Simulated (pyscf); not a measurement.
`[O]=[Cr](=[O])([OH])[OH]` + `[SiH4]` -> `[O]=[CrH](=[O])[OH]` + `[OH][SiH3]` (four-centre exchange; singlet surface; Cr–O, H–Si broken, Cr–H, O–Si formed). PySCF, gas phase, ωB97X-D3(BJ)/def2-SVP geometries. Rate constants from transition-state theory, ωB97M-D3(BJ)/def2-TZVP energies (ideal gas, 1 atm, RRHO with modes under 100 cm⁻¹ raised to 100, one conformer, R ln 2 for chiral ones without a mode under 150 cm⁻¹; no tunnelling), k in cm³ molecule⁻¹ s⁻¹.

```tsv
T (K)	1000/T	log10 k
298	3.354	-31.72
600	1.667	-22.34
900	1.111	?
1200	0.833	-17.32
```

### Question
Fit an Arrhenius line to the three values, give the activation energy, and predict k at 900 K.

### Answer
Least squares gives log10 k = -12.69 − 5.69 × 1000/T, so Ea = 5.69 × ln 10 × 1.987 = 26.0 kcal/mol, against an electronic barrier of 22.7. At 900 K the line gives -19.01; the computed value is -19.06 (ΔG‡ = 55.3 kcal/mol), close to the line. This is the saddle that the search found; another between the same sides may lie lower.
